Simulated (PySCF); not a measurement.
Telling isomers of C2H2F2O apart by NMR

Computed data (PySCF 2.14.0 with density-fitted response routines): PBE0-D3(BJ)/def2-SVP structure, couplings computed with B3LYP/pcJ-1, σ from GIAO-PBE0/pcSseg-1. Isolated molecule, non-relativistic Hamiltonian, one conformer, rapidly exchanging positions averaged.

Scale: TMS for ¹H and ¹³C (reference shieldings calculated alike). Multiplet labels drop J under 1 Hz and among equivalent protons, and merge close values. Unscaled 3J(H,H) run several per cent high. Vicinal couplings that depend on rotamer populations or ring flexing (ring, CH–CH, X–H and H–F types) are those of the one conformer. One-bond C–F couplings are unscaled and too large by tens of Hz. Shifts are as computed. Against solution values, carbons near 30 ppm lie about +2 ppm off and those near 130 ppm about +5 ppm (rms about the fit 1.9 ppm; single classes can miss by 10 ppm). Of 1328 compounds with measured shifts, 309 miss one by over three times the rms of a fit or turn the order of signals round; such compounds aren't used in these exercises. Signals without a measured value on file couldn't be tested in this way; 1H shifts scatter by 0.2 ppm about their fit, and single ones miss by 0.5 ppm.

(1) Tabulate the signals of `FC1(F)CO1`, `O=CC(F)F` and their relative energies.

(2) What is the quickest way to tell FC1(F)CO1 from O=CC(F)F?

## Answers

(1) 
```json
{"SMILES": "FC1(F)CO1", "carbon types": "1×C 1×CH2", "δC": "113.1, 53.2", "δH": "3.09 (m, 2H)", "E rel. (kcal/mol)": "9.4"}
{"SMILES": "O=CC(F)F", "carbon types": "2×CH", "δC": "195.8, 113.2", "δH": "9.49 (d, 1H), 5.19 (td, 1H)", "E rel. (kcal/mol)": "0.0"}
```

Energies are electronic energies at PBE0/pcSseg-1 on these geometries, without zero-point or thermal terms, each for the one conformer computed, which needn't be the lowest.

(2) Both give the same number of carbon signals, but DEPT or the intensities differ. The first has an epoxide ring carbon (C) at 113.1 ppm, the second an aldehyde carbonyl carbon (CH) at 195.8 ppm. In the proton spectra the most deshielded non-exchanging signals are 3.09 (m, 2H) and 9.49 (d, J = 6.0 Hz, 1H).
